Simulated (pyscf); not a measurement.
•O–PH₂ + silane (SiH₄) → HO–PH₂ + silyl (SiH₃•) (hydrogen abstraction; doublet surface; H–Si broken, H–O formed). Structures and frequencies: ωB97X-D3(BJ)/def2-SVP in PySCF. Correlated levels are frozen-core, on RHF or UHF. ΔMP2 is the change of the MP2 total energy from the triple- to the quadruple-zeta basis. Energies in kJ/mol from the separated reactants.

| level | barrier | reaction energy |
|---|---|---|
| ωB97X-D3(BJ)/def2-TZVP | 84.2 | +38.2 |
| r²SCAN/def2-TZVP | ___ | +41.7 |
| PBE0-D3(BJ)/def2-TZVP | 65.5 | +28.6 |
| HF/def2-TZVP | 128.5 | +15.4 |
| CCSD/def2-TZVPP | 96.1 | +19.1 |
| CCSD(T)/def2-TZVPP | 90.4 | +23.7 |
| CCSD(T)/def2-TZVPP + ΔMP2(QZVPP) | ___ | ___ |

What belongs in the gaps?


- r²SCAN/def2-TZVP, barrier: 67.2
- CCSD(T)/def2-TZVPP + ΔMP2(QZVPP), barrier: 92.7
- CCSD(T)/def2-TZVPP + ΔMP2(QZVPP), reaction energy: +26.6

Of the functionals in the table, ωB97X-D3(BJ) is closest to CCSD(T)/def2-TZVPP + ΔMP2(QZVPP) in the barrier (8.5 kJ/mol apart) and PBE0-D3(BJ) least close (27.2 kJ/mol); that level has limits of its own. •O–PH₂ lies 34.7 kJ/mol over its isomer HO–PH• (electronic energy, ωB97M-D3(BJ)/def2-TZVP). This is the saddle that the search found; another between the same sides may lie lower. The angle at the transferred H is 163°. The CCSD(T) − MP2 part came from Ansatz, without density fitting, on the same reference.
